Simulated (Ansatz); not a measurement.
One element changed: atomization energies of BGe, AlGe

Ansatz 0.2.0, basis cc-pVTZ; geometries are PBE0/def2-TZVP minima. Wave-function levels freeze the cores with the filled d shells of p-block atoms; HF, MP2 and coupled cluster are restricted for singlets and unrestricted otherwise, atoms included, restricted open-shell where a d shell is frozen. NEVPT2 and MRCISD+Q stand on CASSCF in the full valence space, and MRCISD+Q is size-consistent only roughly. The reference is CCSDT(Q) (coupled cluster only where its series has nearly closed). An error is the level's value less the reference. None of these values is a measured one. Energies are electronic, without zero-point terms. No spin–orbit coupling and no scalar relativity. The species are chosen: bound, without strong static correlation by their natural occupations or amplitudes, in their lowest spin state as far as vertical gaps and like structures tell, and with a ladder that closes on the reference, so errors are smaller than for species at large; levels whose determinant breaks symmetry or spin markedly are left out.

```tsv
species	bonds (Å)	quantity	symmetry of the states	reference	value (kJ/mol)	error CCSD	error CCSD(T)	error CCSDT	error NEVPT2	error MRCISD+Q
BGe, quartet	B–Ge 1.977	atomization	Σ⁻ or Δ	CCSDT(Q)	277.0	-21.1	-4.1	-1.7	-1.8	-3.6
AlGe, quartet	Al–Ge 2.467	atomization	Σ⁻ or Δ	CCSDT(Q)	224.9	-15.8	-2.9	-1.3	-2.2	-4.0
```

The reference falls from B to Al, by 52.1 kJ/mol in all.
